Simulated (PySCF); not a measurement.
Ligands exchanged one at a time, B F-OH. Gas-phase values, no solvent. One relaxed conformer stands for each flexible species; it need not be the lowest. Strings in code marks are SMILES.

The S1 excitation (TDA) from two functionals at the same geometries (r2SCAN-D4/def2-TZVP), both in PySCF: PBE-D3(BJ)/def2-TZVP and r2SCAN-D4/def2-TZVP. Excitations are Tamm–Dancoff values on a coarser integration grid. The basis has no diffuse functions, so Rydberg states are missing or too high.

| species | r2SCAN-D4/def2-TZVP (eV) |
|---|---|
| 0 of 3 F replaced by OH (`FB(F)F`) | 10.77 |
| 1 of 3 F replaced by OH (`OB(F)F` (H–O–B–F torsion 180°)) | 9.56 |
| 2 of 3 F replaced by OH (`OB(O)F` (H–O–B–F torsion 0°, F–B–O–H torsion 0°)) | 8.65 |
| 3 of 3 F replaced by OH (`OB(O)O`) | 7.84 |

Q: What does PBE-D3(BJ)/def2-TZVP give for each?

A: 
- 0 of 3 F replaced by OH (`FB(F)F`): 9.72
- 1 of 3 F replaced by OH (`OB(F)F` (H–O–B–F torsion 180°)): 8.53
- 2 of 3 F replaced by OH (`OB(O)F` (H–O–B–F torsion 0°, F–B–O–H torsion 0°)): 7.60
- 3 of 3 F replaced by OH (`OB(O)O`): 6.73
Over these rows, drawn at random from the members with no instability flagged (it was tested for open shells, ions and some series alone), PBE minus r2SCAN-D4: mean -1.06 eV, from -1.11 eV to -1.03 eV.
